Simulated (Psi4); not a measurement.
# B3LYP/aug-cc-pVTZ run of HOF (hypofluorous acid)

What is the energy change on altering one bond length of HOF (hypofluorous acid) at B3LYP/aug-cc-pVTZ? The job is set up through a QCSchema input.

The results are computed with Psi4 1.11.

## Step 1: The system as given

The species is HOF (3 atoms), meant as a singlet with charge 0. SMILES: `OF`. Geometry: relaxed at PBE0-D4/def2-TZVP.

Bond lengths: O1–F2 1.406 Å, O1–H3 0.969 Å. Angles: F2–O1–H3 99.1°.

## Step 2: Energy and gradient at B3LYP/aug-cc-pVTZ

input.json

```json
{
 "schema_name": "qcschema_input",
 "schema_version": 1,
 "molecule": {
  "schema_name": "qcschema_molecule",
  "schema_version": 2,
  "symbols": ["O", "F", "H"],
  "geometry": [0.81369717, -0.39748499, 0.40880445, -0.41934912, 1.91735392, -0.02074919, -0.39436694, -1.51986893, -0.38805526],
  "molecular_charge": 0,
  "molecular_multiplicity": 1,
  "fix_symmetry": "c1",
  "fix_com": true,
  "fix_orientation": true
 },
 "driver": "gradient",
 "model": {
  "method": "b3lyp",
  "basis": "aug-cc-pVTZ"
 },
 "keywords": {
  "puream": true,
  "e_convergence": 1e-09,
  "d_convergence": 1e-08,
  "scf_type": "pk",
  "dft_radial_points": 99,
  "dft_spherical_points": 590
 }
}
```

Started as:

```console
$ psi4 --qcschema input.json -n 1 --memory 1600MB
```

stdout:

```text
[...]
  Running in c1 symmetry.
[...]
  Nuclear repulsion =   34.062701197293578
[...]
  Multiplicity = 1
[...]
  Nalpha       = 9
  Nbeta        = 9
[...]
    Number of basis functions: 115
[...]
   @RKS iter   1:  -175.55300993077859   -3.27732e-01   3.70661e-03 ADIIS/DIIS
[...]
   @RKS iter   9:  -175.61279974908837   -5.91740e-11   8.40210e-09 DIIS
[...]
    Orbital Energies [Eh]
    ---------------------
    Doubly Occupied:
       1A    -24.738684     2A    -19.249022     3A     -1.271473
       4A     -0.985550     5A     -0.587593     6A     -0.516250
       7A     -0.490837     8A     -0.397966     9A     -0.331121
[...]
  @RKS Final Energy:  -175.61279974908837
   => Energetics <=
    Nuclear Repulsion Energy =             34.0627011972935776
    One-Electron Energy =                -311.0087223057931283
    Two-Electron Energy =                 116.9472815812938791
    DFT Exchange-Correlation Energy =     -15.6140602218826796
    Empirical Dispersion Energy =           0.0000000000000000
    VV10 Nonlocal Energy =                  0.0000000000000000
    Total Energy =                       -175.6127997490883672
[...]
 Multipole Moments:
 ------------------------------------------------------------------------------------
     Multipole            Electronic (a.u.)      Nuclear  (a.u.)        Total (a.u.)
 ------------------------------------------------------------------------------------
 L = 1.  Multiply by 2.5417464519 to convert [e a0] to [Debye]
 Dipole X            :         -2.6722342            2.3410683           -0.3311659
 Dipole Y            :        -13.1773838           12.5564364           -0.6209474
 Dipole Z            :         -2.9488239            2.6956376           -0.2531863
 Magnitude           :                                                    0.7478969
[...]
  -Total Gradient:
     Atom            X                  Y                   Z
    ------   -----------------  -----------------  -----------------
       1       -0.007641400336     0.012503836024    -0.002866265621
       2        0.006994152864    -0.014240945845     0.002313366081
       3        0.000647946841     0.001737303367     0.000553310257
[...]
```

The result, in JSON:

```text
{
 "driver": "gradient",
 "model": {
  "method": "b3lyp",
  "basis": "aug-cc-pVTZ"
 },
 "success": true,
 "return_result": [-0.007641400335641202, 0.012503836024207848, -0.0028662656205156872, 0.0069941528641074835, -0.01424094584546734, 0.0023133660808442764, 0.0006479468405581612, 0.0017373033672602733, 0.0005533102571158993],
 "properties": {
  "calcinfo_nbasis": 115,
  "calcinfo_nmo": 115,
  "calcinfo_nalpha": 9,
  "calcinfo_nbeta": 9,
  "calcinfo_natom": 3,
  "nuclear_repulsion_energy": 34.06270119729358,
  "return_energy": -175.61279974908837,
  "return_gradient": [-0.007641400335641202, 0.012503836024207848, -0.0028662656205156872, 0.0069941528641074835, -0.01424094584546734, 0.0023133660808442764, 0.0006479468405581612, 0.0017373033672602733, 0.0005533102571158993],
  "scf_one_electron_energy": -311.0087223057931,
  "scf_two_electron_energy": 116.94728158129388,
  "scf_xc_energy": -15.61406022188268,
  "scf_dipole_moment": [-0.33116589627697346, -0.6209473992743622, -0.253186260900474],
  "scf_total_energy": -175.61279974908837,
  "scf_total_gradient": [-0.007641400335641202, 0.012503836024207848, -0.0028662656205156872, 0.0069941528641074835, -0.01424094584546734, 0.0023133660808442764, 0.0006479468405581612, 0.0017373033672602733, 0.0005533102571158993],
  "scf_iterations": 9
 }
}
```

Wall time 32 s (1 thread of Intel Xeon Platinum 8259CL at 2.50GHz (Skylake/Cascade Lake), shared host); peak memory 0.67 GiB.

## Step 3: The distorted shape, same level

job.json

```json
{
  "schema_name": "qcschema_input",
  "schema_version": 1,
  "molecule": {
    "schema_name": "qcschema_molecule",
    "schema_version": 2,
    "symbols": ["O", "F", "H"],
    "geometry": [0.99487466, -0.22915764, 0.52831262, -0.23817163, 2.08568128, 0.09875898, -0.39436694, -1.51986893, -0.38805526],
    "molecular_charge": 0,
    "molecular_multiplicity": 1,
    "fix_symmetry": "c1"
  },
  "driver": "gradient",
  "model": {
    "method": "b3lyp",
    "basis": "aug-cc-pVTZ"
  },
  "keywords": {
    "puream": true,
    "e_convergence": 1e-09,
    "d_convergence": 1e-08,
    "scf_type": "pk",
    "dft_radial_points": 99,
    "dft_spherical_points": 590
  }
}
```

Started as:

```console
$ psi4 --qcschema job.json -n 1 --memory 1600MB
```

stdout:

```text
[...]
  Running in c1 symmetry.
[...]
  Nuclear repulsion =   33.360956476562180
[...]
  Multiplicity = 1
[...]
  Nalpha       = 9
  Nbeta        = 9
[...]
    Number of basis functions: 115
[...]
   @RKS iter   1:  -175.54394092113054   -3.72123e-01   3.46813e-03 ADIIS/DIIS
[...]
   @RKS iter   9:  -175.59951227842421   -2.71143e-11   7.60926e-09 DIIS
[...]
    Orbital Energies [Eh]
    ---------------------
    Doubly Occupied:
       1A    -24.734523     2A    -19.256807     3A     -1.263549
       4A     -0.956965     5A     -0.568180     6A     -0.511100
       7A     -0.486425     8A     -0.389070     9A     -0.325431
[...]
  @RKS Final Energy:  -175.59951227842421
   => Energetics <=
    Nuclear Repulsion Energy =             33.3609564765621798
    One-Electron Energy =                -309.7634129327878441
    Two-Electron Energy =                 116.3707280625037725
    DFT Exchange-Correlation Energy =     -15.5677838847023136
    Empirical Dispersion Energy =           0.0000000000000000
    VV10 Nonlocal Energy =                  0.0000000000000000
    Total Energy =                       -175.5995122784242142
[...]
 Multipole Moments:
 ------------------------------------------------------------------------------------
     Multipole            Electronic (a.u.)      Nuclear  (a.u.)        Total (a.u.)
 ------------------------------------------------------------------------------------
 L = 1.  Multiply by 2.5417464519 to convert [e a0] to [Debye]
 Dipole X            :         -0.2647327           -0.1815633           -0.4462961
 Dipole Y            :          1.1425643           -1.8036094           -0.6610451
 Dipole Z            :          0.0000000           -0.0000000            0.0000000
 Magnitude           :                                                    0.7975969
[...]
  -Total Gradient:
     Atom            X                  Y                   Z
    ------   -----------------  -----------------  -----------------
       1        0.059780377862     0.065166399508    -0.000000000000
       2        0.006910357156    -0.014993649799    -0.000000000000
       3       -0.066690084570    -0.050171950909     0.000000000000
[...]
```

The result, in JSON:

```text
{
 "driver": "gradient",
 "model": {
  "method": "b3lyp",
  "basis": "aug-cc-pVTZ"
 },
 "success": true,
 "return_result": [0.0597803778623934, 0.06516639950814485, -6.135427596871203e-15, 0.0069103571558854285, -0.014993649799363074, -2.7008484292133354e-14, -0.06669008456996153, -0.050171950908880825, 3.3354021565051467e-16],
 "properties": {
  "calcinfo_nbasis": 115,
  "calcinfo_nmo": 115,
  "calcinfo_nalpha": 9,
  "calcinfo_nbeta": 9,
  "calcinfo_natom": 3,
  "nuclear_repulsion_energy": 33.36095647656218,
  "return_energy": -175.5995122784242,
  "return_gradient": [0.0597803778623934, 0.06516639950814485, -6.135427596871203e-15, 0.0069103571558854285, -0.014993649799363074, -2.7008484292133354e-14, -0.06669008456996153, -0.050171950908880825, 3.3354021565051467e-16],
  "scf_one_electron_energy": -309.76341293278784,
  "scf_two_electron_energy": 116.37072806250377,
  "scf_xc_energy": -15.567783884702314,
  "scf_dipole_moment": [-0.4462960607151727, -0.6610450716142084, 4.81218111901609e-16],
  "scf_total_energy": -175.5995122784242,
  "scf_total_gradient": [0.0597803778623934, 0.06516639950814485, -6.135427596871203e-15, 0.0069103571558854285, -0.014993649799363074, -2.7008484292133354e-14, -0.06669008456996153, -0.050171950908880825, 3.3354021565051467e-16],
  "scf_iterations": 9
 }
}
```

Run time: 31 s. Hardware: 1 thread of Intel Xeon Platinum 8259CL at 2.50GHz (Skylake/Cascade Lake), shared host; peak memory 0.68 GiB.

## Step 4: What came out

Level: B3LYP/aug-cc-pVTZ.

| quantity | value |
| --- | --- |
| first shape: total energy | -175.61280 Eh |
| first shape: dipole moment | 1.90 D |
| first shape: HOMO energy | -9.01 eV |
| first shape: LUMO energy | -1.69 eV |
| first shape: HOMO–LUMO gap | 7.32 eV |
| first shape: largest force on an atom | 0.824 eV/Å |
| distorted shape: total energy | -175.59951 Eh |
| distorted shape: dipole moment | 2.03 D |
| distorted shape: HOMO energy | -8.86 eV |
| distorted shape: LUMO energy | -1.67 eV |
| distorted shape: HOMO–LUMO gap | 7.19 eV |
| distorted shape: largest force on an atom | 4.547 eV/Å |
| energy change with the O1–H3 bond stretched from 0.969 to 1.115 Å | 0.362 eV |

In words: With the O1–H3 bond stretched from 0.969 to 1.115 Å the energy rises by 0.36 eV (34.9 kJ/mol). The first shape isn't relaxed at this level, so the change isn't measured from a minimum. The largest force (first shape) is 0.82 eV/Å: the shape isn't a stationary point for this species at this level.
